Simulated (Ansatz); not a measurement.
```yaml
crystal:
  periodic: [false, false, false]
  atoms:
    - {symbol: Al, position_ang: [-1.881742, -0.127199, -0.001611]}
    - {symbol: B, position_ang: [0.063538, 0.250764, 0.002105]}
    - {symbol: Si, position_ang: [1.818203, -0.123566, -0.000494]}
basis:
  gaussian: {orbitals: def2-TZVP}
hamiltonian: {xc: pbe0}
relax: {f_tol: 0.004, max_steps: 80}
```

```sh
$ ansatz run in.yaml --threads 1 --pin off --events-out ev --progress --plain --max-ram 2176MiB
```

Steps of the relaxation (energy above the last step; positions in Å, forces in eV/Å):

```
3
step 1, 1223.4 meV
Al   -1.882   -0.127   -0.002   -0.451   -0.154   -0.001
B     0.064    0.251    0.002   -0.069    0.338    0.003
Si    1.818   -0.124    0.000    0.521   -0.184   -0.001
```

```
3
step 2, 1203.3 meV
Al   -1.892   -0.141   -0.002   -0.306   -0.126   -0.001
B     0.067    0.279    0.002   -0.096    0.288    0.002
Si    1.825   -0.138   -0.001    0.402   -0.163   -0.001
```

```
3
step 3, 1171.4 meV
Al   -1.904   -0.232   -0.002    0.376    0.104    0.001
B     0.076    0.474    0.004   -0.188   -0.146   -0.001
Si    1.828   -0.242   -0.001   -0.188    0.042    0.000
```

```
3
step 7, 176.5 meV
Al   -1.342   -0.426   -0.004    0.265   -0.698   -0.006
B     0.035    0.872    0.007    0.315    1.124    0.009
Si    1.307   -0.445   -0.003   -0.580   -0.425   -0.004
```

```
3
step 11, 0.0 meV
Al   -1.231   -0.490   -0.004    0.001    0.000    0.000
B     0.051    0.986    0.008    0.000   -0.001    0.000
Si    1.180   -0.496   -0.004   -0.001    0.000    0.000
```

Close pairs at the end: B2–Si3 1.864 Å, Al1–B2 1.956 Å, Al1–Si3 2.412 Å.

A stationary point of restricted PBE0 after 11 steps (its stability towards spin polarisation wasn't tested); no frequencies were run, so it isn't proven a minimum. 65 s on 1 thread of Intel Xeon Platinum 8259CL, shared host.
